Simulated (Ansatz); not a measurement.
hcp Hf, treated with LDA (PAW; Ansatz, a quantum-chemistry and plane-wave program).

Settings: plane-wave cutoff 500 eV, 30×30×14 k mesh (along the axes of the cell as run), Fermi–Dirac smearing 0.1 eV, scalar-relativistic PAW data made under PBE.

Computed at the level's own relaxed cell.

Estimate the equilibrium volume per atom, equilibrium lattice constant a and c axis length that the calculation returns.


* **equilibrium volume per atom**: 20.83 Å³/atom
* **equilibrium lattice constant a**: 3.117 Å
* **c axis length**: 4.950 Å

Measured, for comparison: lattice constant a 3.194 Å (293 K, no zero-point or thermal correction, our sources range from 3.194 to 3.200; as tabulated in Wikipedia's data pages); lattice parameter c 5.051 Å (293 K, no zero-point or thermal correction; as tabulated in Wikipedia's data pages). Computed (rounded) less measured: lattice constant a -2.4 % (-2.4 % to -2.6 % over the range), lattice parameter c -2.0 %. A static lattice is as a rule a little smaller and stiffer than an uncorrected measurement, which narrows the difference in the lattice parameter c and would widen misses of the other sign.

Spin–orbit coupling is not included.

Computed values are for the static lattice.
